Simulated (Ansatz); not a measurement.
Basis-set extrapolation for `N=CS` (PBE0-D4/def2-TZVP geometry, frozen core, Ansatz 0.2.0). Multiplicity 1, RHF reference.

```json
{"": "HF", "def2-TZVPP": "-491.621716", "def2-QZVPP": "-491.637401"}
{"": "MP2 correlation", "def2-TZVPP": "-0.541573", "def2-QZVPP": "-0.581853"}
{"": "CCSD(T) correlation", "def2-TZVPP": "-0.596420", "def2-QZVPP": "-0.633416"}
```

Energies in hartree. Use E(X) = E(∞) + A·exp(−7.88·√X) for Hartree–Fock and E(X) = E(∞) + B·X^(−2.97) for correlation, with X = 3 and 4.

Question: What is the CCSD(T) energy at the basis-set limit?

Answer: HF limit: -491.637401 + (-0.015685) × 0.13774 = -491.63956. Correlation limit: -0.633416 + (-0.036996) × 0.74074 = -0.66082. Total: -492.30038 hartree, 51.6 kcal/mol below CCSD(T)/def2-TZVPP.
